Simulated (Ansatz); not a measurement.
# MgF+ (singlet): from Hartree-Fock to the top rungs, 6-31G

An exercise on one series of results from a longer session: the logs are not shown, and one member is left open.

Computed with Ansatz 0.2.0, Gaussian basis. Level: 6-31G, core rule «outside noble gas», up to 6 orbitals frozen.

To be run: UHF; CCSD(T) on RHF; BCCD(T) on RHF; CISD; CCSDT(Q) on RHF; CISDTQ; CCSDTQ on RHF; Full CI; Full CI, several states.

9 further runs of the same task are left out: 4 for a known fault of the program, 2 that didn't finish, 3 set aside as unsound or not needed.

### The system

The geometry is a PBE0/def2-TZVP stationary point (not a proven minimum).

2 atoms, charge 1, spin multiplicity 1.

Atoms are counted from 1 here; the program's logs count them from 0.

Bond lengths: F1–Mg2 1.700 Å.

Geometry (Å):

```xyz
2
FMg
F     0.0000    0.0000    0.0000
Mg    0.0000    0.0000    1.6998
```

Set-up of the first run:

in.yaml reads:

```yaml
crystal:
  periodic: [false, false, false]
  atoms:
    - {symbol: F, position_ang: [0.000000, 0.000000, 0.000000]}
    - {symbol: Mg, position_ang: [0.000000, 0.000000, 1.699800]}
basis:
  gaussian: {orbitals: 6-31G}
total_charge: 1
magnetization: {spin_polarized: true, initial_magnetization: 0}
hamiltonian: {xc: hf}
output: {orbitals: {seedname: orbitals}}
```

Command:

```bash
ansatz run in.yaml --threads 1 --pin off --events-out ev --progress --plain --max-ram 2393MiB
```

Among the steps run: UHF; CCSD(T) on RHF; BCCD(T) on RHF; CISD; CCSDT(Q) on RHF; CISDTQ; CCSDTQ on RHF; Full CI; Full CI, several states.

One table of the session follows, with a row left open; its other results are not shown here.

| method | from FCI (kcal/mol) |
| --- | --- |
| RHF | +87.52 |
| RMP2 | +0.61 |
| CISD | +4.82 |
| RCCSD | ? |
| RCCSD(T) | +0.33 |
| BCCD(T) | +0.17 |
| RCCSDT | +0.21 |
| CISDTQ | +0.17 |
| RCCSDT(Q) | -0.10 |
| RCCSDTQ | -0.01 |
| FCI | 0 |

Estimate the missing values for RCCSD.

The run gave: from FCI (kcal/mol): +1.67. In the column «from FCI (kcal/mol)» it lies between RMP2 (+0.61) and CISD (+4.82).

To keep in mind: RCCSDT(Q) falls below full CI, which methods that aren't variational can do.
